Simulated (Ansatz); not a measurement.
## H₂Si–Si⁺, doublet: the ladder up to RCCSDTQ

Geometry: that of the H2Si–Si, singlet, kept fixed.

```xyz
4

Si    0.0000    0.0000    1.0300
Si    0.0000    0.0000   -1.1633
H     0.0000    1.2361    1.8580
H     0.0000   -1.2361    1.8580
```

Basis cc-pVDZ; Ansatz 0.2.0. Only valence electrons are correlated (noble-gas cores frozen), which leaves 9 electrons in 36 orbitals. Prefix R: restricted or restricted open-shell reference; prefix U: unrestricted. Active spaces: valence = (9e, 10o) chosen from the atoms' valence shells.

Full CI isn't at hand for all of this; RCCSDTQ serves as the reference, and is uncertain by about the last step of the cluster series. The frozen core follows each run's orbitals, which can shift R against U totals by a few meV.

HF rows are the lowest solutions found. Coupled cluster chose its determinant by trial CCSD, here up to 0.03 eV above the lowest Hartree–Fock solution of its kind, and MP2 stands on that determinant too. For open shells CISD is restricted-active-space CI with the open shells as a complete middle space.

```
UHF ⟨S²⟩                            : 1.000
⟨S²⟩ of the determinant under UCCSD : 0.760
T1 diagnostic (RCCSD)               : 0.0211
largest doubles amplitude (RCCSD)   : 0.081
T1 diagnostic (UCCSD)               : 0.0197
```

| level | E − E(RCCSDTQ) (kcal/mol) | share of correlation (%) | wall time |
| --- | --- | --- | --- |
| RHF | 116.86 | 0.00 | – |
| RMP2 | 29.55 | 74.72 | – |
| UMP2 | 29.73 | 74.56 | – |
| CISD | 13.12 | 88.77 | 1.6 s |
| RCCSD | 4.51 | 96.14 | – |
| UCCSD | 4.45 | 96.19 | – |
| RCCSD(T) | 1.08 | 99.08 | 2.6 s |
| UCCSD(T) | 1.08 | 99.08 | 5.5 s |
| BCCD(T) | 1.07 | 99.09 | 2.8 s |
| RCCSDT | 0.20 | 99.83 | – |
| UCCSDT | 0.20 | 99.83 | – |
| RCCSDT(Q) | 0.03 | 99.98 | 12 s |
| UCCSDT(Q) | 0.02 | 99.98 | 15 s |
| CASSCF (valence space) | 66.96 | 42.70 | – |
| NEVPT2 (valence space) | 19.61 | 83.22 | 7 s |
| MRCISD (valence space) | 4.63 | 96.04 | – |
| MRCISD+Q (valence space) | 0.62 | 99.47 | 15 s (H100) |
| MRCISD+Q(relaxed) (valence space) | -0.47 | 100.40 | 11 s (H100) |

The correlation energy at RCCSDTQ, counted from RHF, is -5.068 eV. That run took 31 s on 2 threads of AMD EPYC 7R13 with a shared H100 80 GB, shared host.

Run but not shown, since their state or frozen core can't be matched to the reference's or they repeat it: UHF.

Times hold each run's SCF and search for its determinant on a shared host, so for small cases they say little of a method's own cost; rows without a card ran on 1 thread of AMD EPYC 7R13.

Natural occupations of CASSCF (valence space) about the gap: 1.984 1.976 1.969 1.897 0.996 0.065 0.036 0.035 0.024 0.018; effectively unpaired electrons, Σ n²(2−n)², 1.07.
